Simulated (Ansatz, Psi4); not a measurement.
Worked example: the enthalpy of formation of C2H2O (oxirene)

C2H2O has 5 atoms, charge 0, and is taken as a singlet. SMILES: `C1=CO1`. Geometry: relaxed at PBE0-D4/def2-TZVP.

```xyz
5

C    -0.5508   -0.1800   -0.2817
C     0.4605    0.4138    0.1783
O     0.4012   -1.0385    0.4590
H    -1.4792   -0.3750   -0.7797
H     1.1683    1.1796    0.4241
```

Total energies at HF/3-21G (Psi4 1.11); the atoms run unrestricted:

| species | state | energy (Eh) |
| --- | --- | --- |
| C2H2O | singlet | -150.723434 |
| C | triplet | -37.481070 |
| O | triplet | -74.393657 |
| H | doublet | -0.496199 |

Harmonic wavenumbers at PBE0-D4/def2-TZVP, in cm⁻¹: 189, 552, 637, 912, 973, 1102, 1850, 3340, 3414.

Measured heats of formation of the gaseous atoms at 298.15 K, in kJ/mol: C 716.9, O 249.2, H 218.0. Spin-orbit lowering of the atoms at 298 K (mean of the ground term's levels less their thermal mean, from spectra), in kJ/mol: C 0.02, O 0.40. Take 1 Eh = 2625.50 kJ/mol, 1 cm⁻¹ = 0.0119627 kJ/mol, RT = 2.479 kJ/mol.

Task: Work out the heat of formation of the gas at 298 K.

Result: 
1. Electronic atomisation energy: 2 × (-37.481070) + (-74.393657) + 2 × (-0.496199) − (-150.723434) = 0.375239 Eh = 985.2 kJ/mol.
2. Zero-point energy: half the sum of the wavenumbers, 6484.5 cm⁻¹ = 77.6 kJ/mol.
3. Thermal vibrational enthalpy, Σ hcν̃/(exp(hcν̃/kT) − 1): 2.7 kJ/mol. Translation, rotation and pV of a non-linear molecule: 4 RT = 9.9 kJ/mol.
4. The 5 free atoms carry 5/2 RT each: 31.0 kJ/mol.
5. Spin-orbit coupling lowers the free atoms by 2 × 0.02 + 0.40 = 0.4 kJ/mol.
6. Atomisation enthalpy at 298 K: 985.2 − 0.4 − 77.6 − 2.7 − 9.9 + 31.0 = 925.6 kJ/mol.
7. Sum of the atoms' heats of formation: 2119.0 kJ/mol. Heat of formation: 2119.0 − 925.6 = +1193.4 kJ/mol.

The tabulated value is +275.9 kJ/mol (Active Thermochemical Tables), so this level is off by +917.5 kJ/mol, or 49.8 % of the atomisation enthalpy that the table implies (1843.1 kJ/mol). Hartree–Fock leaves out correlation, which is larger in the molecule than in the atoms, so it underbinds and puts the heat of formation too high. A basis without polarisation functions underbinds badly. Anharmonicity and any spin-orbit splitting of the molecule are left out.
